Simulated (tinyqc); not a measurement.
Pariser-Parr-Pople SCF with singles CI, for the molecule c1cc[nH]c1 (SMILES; centres numbered as the heavy atoms are written), step by step. One step of it, computed by the program tinyqc.

Question. Iteration 1: orbitals and new P. Diagonalise F (the basis is taken as orthonormal) and form P = 2 sum c c over the lowest orbitals; 0.5 of the old P is kept.

F (eV):
```
           1C         2C         3C          4N         5C
1C  -5.042823  -4.405934   0.485686    0.552245  -4.438737
2C  -4.405934  -5.042400  -4.439193    0.552180   0.485534
3C   0.485686  -4.439193  -6.513825   -4.432708   0.505843
4N   0.552245   0.552180  -4.432708  -11.347858  -4.432973
5C  -4.438737   0.485534   0.505843   -4.432973  -6.514991
```

pi electrons, sum of z_r less the charge = 6

P at the start:
```
           1C         2C         3C         4N         5C
1C   1.194879   0.642093  -0.240060  -0.252812   0.654367
2C   0.642093   1.194879   0.654367  -0.252812  -0.240060
3C  -0.240060   0.654367   1.197164   0.642477  -0.250050
4N  -0.252812  -0.252812   0.642477   1.215915   0.642477
5C   0.654367  -0.240060  -0.250050   0.642477   1.197164
```

Give: orbital energies; P after iteration 1.

Answer.

orbital energies (eV): -15.9183  -10.5706  -9.6969  -0.3161  2.0400

P after iteration 1:
```
         1C       2C       3C       4N       5C
1C   1.1380   0.6336  -0.1782  -0.2556   0.6886
2C   0.6336   1.1380   0.6886  -0.2556  -0.1782
3C  -0.1782   0.6886   1.1716   0.5879  -0.3239
4N  -0.2556  -0.2556   0.5879   1.3807   0.5879
5C   0.6886  -0.1782  -0.3239   0.5879   1.1716
```
